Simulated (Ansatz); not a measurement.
A made-up structure of CH5BN, doublet:

C1  (-0.602, 0.779, -0.346)
B2  (0.508, -0.194, 0.206)
N3  (0.385, -1.513, 0.409)
H4  (0.719, 0.883, 0.547)
H5  (-0.241, 1.273, -1.253)
H6  (-0.792, 1.573, 0.383)
H7  (1.609, 0.238, 0.495)
H8  (0.675, -2.432, 0.676)
(Å)

It is relaxed with PBE-D4/def2-SVP and then PBE0-D4/def2-TZVP (Ansatz 0.2.0). Atoms count as bonded within 1.22 times the sum of their covalent radii (H–H: 0.88 Å). The end point is not checked to be a true minimum.

**Question.** Does its bonding change? (Judge from chemistry; the calculation decides.)

**Answer.** The calculation gives: Yes. Formed: C1–H4; broken: B2–H4.

Where it ends: The first stage lowers the energy by 4.55 eV in 14 steps. It ends as CH₅BN ([CH3][BH][NH]):
| atom | x (Å) | y (Å) | z (Å) |
| --- | --- | --- | --- |
| C1 | -0.1063 | 1.0139 | -0.0501 |
| B2 | 0.7361 | -0.3069 | 0.1204 |
| N3 | 0.2485 | -1.5208 | 0.4544 |
| H4 | 0.3193 | 1.8001 | 0.5810 |
| H5 | -0.0272 | 1.3719 | -1.0810 |
| H6 | -1.1602 | 0.8920 | 0.2011 |
| H7 | 1.9254 | -0.3030 | -0.1357 |
| H8 | 0.3259 | -2.3396 | 1.0279 |

Labels in which every atom is bracketed show which atoms are joined, not bond orders.

For scale, one of the runs: PBE0-D4/def2-TZVP relaxation, 123 basis functions, launched by `ansatz run in.yaml --threads 2 --pin off --events-out ev --progress --plain --max-ram 4352MiB`. Hardware: 2 CPU threads of an Arm Neoverse V2, shared host. Wall time about 60 s.
